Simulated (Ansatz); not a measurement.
# One shape, several levels: C2H3Al (ethynylalumane)

We compute a comparison of 6 runs (HF/3-21G, B2PLYP/def2-TZVP, BLYP/def2-TZVP, PBE0/def2-TZVP, r2SCAN/def2-TZVP, r2SCAN0/def2-TZVP) of C2H3Al (ethynylalumane). 

Program for the calculation: Ansatz 0.2.0.

37 further runs of the same task are left out: 1 that didn't finish, 36 set aside as unsound or not needed. Runs told in other sessions of the task aren't counted.

**1. The system as given**

The species is C2H3Al (6 atoms), meant as a singlet with charge 0. As SMILES, `C#[C][AlH2]`. The C1–C2 distance was set to 2.664 Å, away from the relaxed value. At this shape a bond of the SMILES string is far longer than usual.

Bond lengths: C2–Al3 1.906 Å, C1–H4 1.067 Å, Al3–H5 1.580 Å, Al3–H6 1.580 Å. Angles: C2–Al3–H5 118.8°, C2–Al3–H6 118.8°, H5–Al3–H6 122.4°.

**2. The energy at HF/3-21G (run 1)**

File in.yaml:

```yaml
basis:
  gaussian:
    orbitals: 3-21G.json
crystal:
  periodic: [false, false, false]
  atoms:
    - {symbol: C, position_ang: [-1.424834, -2.925668, -0.528378]}
    - {symbol: C, position_ang: [-0.266100, -0.564200, -0.106200]}
    - {symbol: Al, position_ang: [0.564800, 1.124200, 0.195000]}
    - {symbol: H, position_ang: [-1.889034, -3.871168, -0.697678]}
    - {symbol: H, position_ang: [1.356700, 1.804700, -0.990500]}
    - {symbol: H, position_ang: [0.436600, 1.792000, 1.621000]}
hamiltonian:
  xc: hf
accuracy: high
output: {orbitals: {seedname: orbitals}}
```

The basis set 3-21G is read from a file made from the Basis Set Exchange's data (not shown).

Command:

```
ansatz run in.yaml --threads 1 --pin off --max-ram 3480MiB --events-out events.jsonl --progress --plain --runs-dir runs
```

The log of the run:

```text
Warning: RAYON_NUM_THREADS=1 ignored (pool sized by the plan → 1); use --threads N
Functional definition: HF
  name "HF"
  exchange = exact_x
  correlation = 0
798 factors; integrals over basis functions are off by at most 1.1e-8 eV
mean field evaluation 1: about -8624.4980 eV, gradient 2.5e1 eV
mean field evaluation 2: about -8624.4993 eV, gradient 2.5e1 eV
mean field evaluation 4: about -8626.9780 eV, gradient 1.0e1 eV
mean field evaluation 8: about -8628.1036 eV, gradient 2.2e-1 eV
mean field evaluation 16: about -8627.2942 eV, gradient 1.0e1 eV
mean field evaluation 32: about -8627.4252 eV, gradient 3.8e-2 eV
mean field evaluation 64: about -8626.9806 eV, gradient 1.6e1 eV
mean field evaluation 96: about -8625.0232 eV, gradient 6.2e0 eV
mean field evaluation 128: about -8627.6070 eV, gradient 1.4e0 eV
mean field evaluation 160: about -8626.5773 eV, gradient 3.3e-1 eV
mean field evaluation 192: about -8627.4853 eV, gradient 6.3e-2 eV
mean field -8628.10340429 eV, -317.0769517692 hartree, gradient 2.5e-8 eV, S^2 0.000000; 2 other end points of the search recorded, 0 dependent functions left out
reference -8628.10340429 eV, -317.0769517692 hartree; 14, 14 occupied and 23, 23 virtual orbitals, 798 factors
Total energy: -8628.10340429 eV, -317.0769517692 hartree
```

Wall time 1 s (1 thread of Intel Xeon Platinum 8259CL at 2.50GHz (Skylake/Cascade Lake), shared host); peak memory 0.097 GiB.

**3. A single-point energy at B2PLYP/def2-TZVP (run 2)**

File input.yaml:

```yaml
crystal:
  periodic: [false, false, false]
  atoms:
    - symbol: C
      position_ang: [-1.424834, -2.925668, -0.528378]
    - symbol: C
      position_ang: [-0.266100, -0.564200, -0.106200]
    - symbol: Al
      position_ang: [0.564800, 1.124200, 0.195000]
    - symbol: H
      position_ang: [-1.889034, -3.871168, -0.697678]
    - symbol: H
      position_ang: [1.356700, 1.804700, -0.990500]
    - symbol: H
      position_ang: [0.436600, 1.792000, 1.621000]
basis:
  gaussian:
    orbitals: def2-TZVP
hamiltonian:
  xc: {name: B2PLYP}
accuracy: high
correlation:
  frozen_orbitals: {Al: 5, C: 1, H: 0}
output: {orbitals: {seedname: orbitals}}
```

Command:

```
ansatz run input.yaml --threads 1 --pin off --max-ram 3480MiB --events-out events.jsonl --progress --plain --runs-dir runs
```

The log of the run:

```text
Warning: RAYON_NUM_THREADS=1 ignored (pool sized by the plan → 1); use --threads N
Functional definition: B2PLYP
  name "B2PLYP"
  parameter a = 0.53
  parameter c = 0.27
  exchange = (1 - a)*b88_x + a*exact_x
  correlation = (1 - c)*lyp_c + c*(mp2_os + mp2_ss)
1904 factors; integrals over basis functions are off by at most 2.0e-8 eV
mean field evaluation 1: about -8692.8529 eV, gradient 3.1e1 eV
mean field evaluation 2: about -8692.8553 eV, gradient 3.1e1 eV
mean field evaluation 4: about -8696.4691 eV, gradient 1.1e1 eV
mean field evaluation 8: about -8697.1838 eV, gradient 4.4e-1 eV
mean field evaluation 16: about -8697.1840 eV, gradient 1.2e-3 eV
mean field evaluation 32: about -8697.1840 eV, gradient 7.4e-5 eV
mean field evaluation 64: about -8697.0988 eV, gradient 1.3e0 eV
mean field evaluation 96: about -8692.6608 eV, gradient 2.4e1 eV
mean field evaluation 128: about -8694.9151 eV, gradient 8.0e0 eV
mean field -8697.18403903 eV, -319.6156182712 hartree, gradient 6.6e-8 eV, S^2 0.000000; 6 other end points of the search recorded, 0 dependent functions left out; unrestricted orbitals would lower it
7 core orbitals not correlated: weight in the atoms' cores, before any rotation towards them, 1.000 or more for the frozen orbitals, at most 0.000 for the correlated occupied ones
reference -8697.18406639 eV, -319.6156192769 hartree; 7, 7 occupied and 103, 103 virtual orbitals, 1904 factors
second order -13.86222032 eV of doubles, -0.00000000 eV of singles
Total energy: -8700.92686588 eV, -319.7531646210 hartree
```

Wall time 28 s (1 thread of Intel Xeon Platinum 8259CL at 2.50GHz (Skylake/Cascade Lake), shared host); peak memory 0.35 GiB.

Runs 3 to 4 aren't shown in full; the table further down has their settings and results.

**4. A single-point energy at r2SCAN/def2-TZVP (run 5)**

File run.yaml:

```yaml
crystal:
  periodic: [false, false, false]
  atoms:
    - {symbol: C, position_ang: [-1.424834, -2.925668, -0.528378]}
    - {symbol: C, position_ang: [-0.266100, -0.564200, -0.106200]}
    - {symbol: Al, position_ang: [0.564800, 1.124200, 0.195000]}
    - {symbol: H, position_ang: [-1.889034, -3.871168, -0.697678]}
    - {symbol: H, position_ang: [1.356700, 1.804700, -0.990500]}
    - {symbol: H, position_ang: [0.436600, 1.792000, 1.621000]}
basis:
  gaussian:
    orbitals: def2-TZVP
hamiltonian:
  xc: {name: r2SCAN}
accuracy: high
output: {orbitals: {seedname: orbitals}}
```

Command:

```
ansatz run run.yaml --threads 1 --pin off --max-ram 3480MiB --events-out events.jsonl --progress --plain --runs-dir runs
```

The log of the run:

```text
Warning: RAYON_NUM_THREADS=1 ignored (pool sized by the plan → 1); use --threads N
Functional definition: r2SCAN
  name "r2SCAN"
  parameter k0 = 0.174
  parameter k1 = 0.065
  parameter a1 = 4.9479
  exchange = r2scan_x(k0 = k0, k1 = k1, a1 = a1)
  correlation = r2scan_c
1904 factors; integrals over basis functions are off by at most 2.0e-8 eV
mean field evaluation 1: about -8695.7418 eV, gradient 4.2e1 eV
mean field evaluation 2: about -8608.1859 eV, gradient 1.2e2 eV
mean field evaluation 4: about -8699.8836 eV, gradient 2.9e1 eV
mean field evaluation 8: about -8699.8777 eV, gradient 2.9e1 eV
mean field evaluation 16: about -8703.4389 eV, gradient 6.9e-6 eV
mean field evaluation 32: about -8702.6291 eV, gradient 1.2e1 eV
mean field evaluation 64: about -8703.4806 eV, gradient 1.6e0 eV
mean field evaluation 96: about -8703.4124 eV, gradient 1.9e0 eV
mean field evaluation 128: about -8702.4810 eV, gradient 2.3e-1 eV
mean field evaluation 160: about -8703.4640 eV, gradient 1.9e0 eV
mean field evaluation 192: about -8701.9667 eV, gradient 9.7e0 eV
mean field -8703.49026943 eV, -319.8473679638 hartree, gradient 2.1e-8 eV, S^2 0.000000; 16 other end points of the search recorded, 0 dependent functions left out
reference -8703.49027034 eV, -319.8473679973 hartree; 14, 14 occupied and 103, 103 virtual orbitals, 1904 factors
Total energy: -8703.49027034 eV, -319.8473679973 hartree
```

Run time: 61 s. Hardware: 1 thread of Intel Xeon Platinum 8259CL at 2.50GHz (Skylake/Cascade Lake), shared host; peak memory 0.33 GiB.

**5. The energy at r2SCAN0/def2-TZVP (run 6)**

File in.yaml:

```yaml
basis:
  gaussian: {orbitals: def2-TZVP}
crystal:
  periodic: [false, false, false]
  atoms:
    - symbol: C
      position_ang: [-1.424834, -2.925668, -0.528378]
    - symbol: C
      position_ang: [-0.266100, -0.564200, -0.106200]
    - symbol: Al
      position_ang: [0.564800, 1.124200, 0.195000]
    - symbol: H
      position_ang: [-1.889034, -3.871168, -0.697678]
    - symbol: H
      position_ang: [1.356700, 1.804700, -0.990500]
    - symbol: H
      position_ang: [0.436600, 1.792000, 1.621000]
hamiltonian: {xc: {name: r2SCAN0}}
accuracy: high
output: {orbitals: {seedname: orbitals}}
```

Command:

```
ansatz run in.yaml --threads 1 --pin off --max-ram 3480MiB --events-out events.jsonl --progress --plain --runs-dir runs
```

The log of the run:

```text
Warning: RAYON_NUM_THREADS=1 ignored (pool sized by the plan → 1); use --threads N
Functional definition: r2SCAN0
  name "r2SCAN0"
  parameter a = 0.25
[... 3 set-up lines as earlier in the session ...]
  exchange = (1 - a)*r2scan_x(k0 = k0, k1 = k1, a1 = a1) + a*exact_x
[... 1 set-up line as earlier in the session ...]
1904 factors; integrals over basis functions are off by at most 2.0e-8 eV
mean field evaluation 1: about -8697.1164 eV, gradient 3.5e1 eV
mean field evaluation 2: about -8615.4846 eV, gradient 1.2e2 eV
mean field evaluation 4: about -8702.1022 eV, gradient 1.3e1 eV
mean field evaluation 8: about -8702.6606 eV, gradient 6.6e-1 eV
mean field evaluation 16: about -8702.6606 eV, gradient 1.5e-3 eV
mean field evaluation 32: about -8702.6606 eV, gradient 1.4e-5 eV
mean field evaluation 64: about -8701.6494 eV, gradient 1.1e1 eV
mean field -8702.66059067 eV, -319.8168778319 hartree, gradient 6.7e-8 eV, S^2 0.000000; 6 other end points of the search recorded, 0 dependent functions left out
reference -8702.66059140 eV, -319.8168778588 hartree; 14, 14 occupied and 103, 103 virtual orbitals, 1904 factors
Total energy: -8702.66059140 eV, -319.8168778588 hartree
```

Wall time 25 s (1 thread of Intel Xeon Platinum 8259CL at 2.50GHz (Skylake/Cascade Lake), shared host); peak memory 0.37 GiB.

**6. All runs side by side**

```tsv
run	level	frozen core orbitals	energy (Eh)	HOMO energy (eV)	LUMO energy (eV)	HOMO–LUMO gap (eV)	wall time
1	HF/3-21G	–	-317.076952	-6.26	-1.11	5.14	1 s
2	B2PLYP/def2-TZVP	7	-319.753165	-6.13	-3.15	2.98	28 s
3	BLYP/def2-TZVP	–	-319.942462	–	–	–	29 s
4	PBE0/def2-TZVP	–	-319.703220	-5.82	-4.16	1.66	17 s
5	r2SCAN/def2-TZVP	–	-319.847368	–	–	–	61 s
6	r2SCAN0/def2-TZVP	–	-319.816878	-5.88	-4.19	1.70	25 s
```

**7. What came out**

| quantity | value |
| --- | --- |
| run 6: total energy | -319.81688 Eh |
| run 6: HOMO energy | -5.88 eV |
| run 6: LUMO energy | -4.19 eV |
| run 6: HOMO–LUMO gap | 1.70 eV |

What this shows: Over runs 1, 2, 4, 6 the HOMO–LUMO gap runs from 1.66 eV (PBE0/def2-TZVP) to 5.14 eV (HF/3-21G). The two ends differ in method and basis. Totals of different functionals can't be ranked against each other. In run 2 the log says that unrestricted orbitals would lower the reference, so the values rest on an unstable closed-shell determinant (other closed-shell runs at this shape may share the fault). In all runs a closed-shell determinant meets a far-stretched bond; if it breaks into open shells, such a determinant describes it badly, and no broken-symmetry solution was shown. All runs together took 2.7 min, the longest 61 s.
